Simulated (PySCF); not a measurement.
System (SMILES): C#C (C2H2).
Geometry (B3LYP-D3(BJ)/def2-TZVP, fixed):
```xyz
4

C      0.0000     0.0000    -0.5984
C      0.0000     0.0000     0.5984
H      0.0000     0.0000     1.6611
H      0.0000     0.0000    -1.6611
```

How fast the isotropic shielding of C1 converges with the basis for several methods (PySCF): deviation from each method's own reference, in ppm. References: HF 113.96 ppm, the value in pcseg-3; PBE 108.07 ppm, the value in pcseg-3; PBE0 109.08 ppm, the value in pcseg-3. All functions are spherical. No added dispersion term, no relativity. GIAO; atoms are numbered in the order shown.

```json
[
 {"basis": "STO-3G", "functions": "12", "HF": "64.29", "PBE": "64.42", "PBE0": "64.73"},
 {"basis": "3-21G", "functions": "22", "HF": "28.66", "PBE": "33.20", "PBE0": "32.32"},
 {"basis": "pcseg-0", "functions": "22", "HF": "20.67", "PBE": "26.01", "PBE0": "24.89"},
 {"basis": "def2-SV(P)", "functions": "32", "HF": "15.37", "PBE": "17.53", "PBE0": "16.96"},
 {"basis": "aug-cc-pVDZ", "functions": "64", "HF": "18.48", "PBE": "20.91", "PBE0": "20.20"},
 {"basis": "cc-pVTZ", "functions": "88", "HF": "5.20", "PBE": "5.98", "PBE0": "5.79"},
 {"basis": "def2-TZVPP", "functions": "90", "HF": "3.96", "PBE": "5.02", "PBE0": "4.74"},
 {"basis": "pcseg-3", "functions": "186", "HF": "0.00", "PBE": "0.00", "PBE0": "0.00"}
]
```

Mean absolute deviation over cc-pVTZ, def2-TZVPP: HF 4.58, PBE0 5.26, PBE 5.50 ppm.
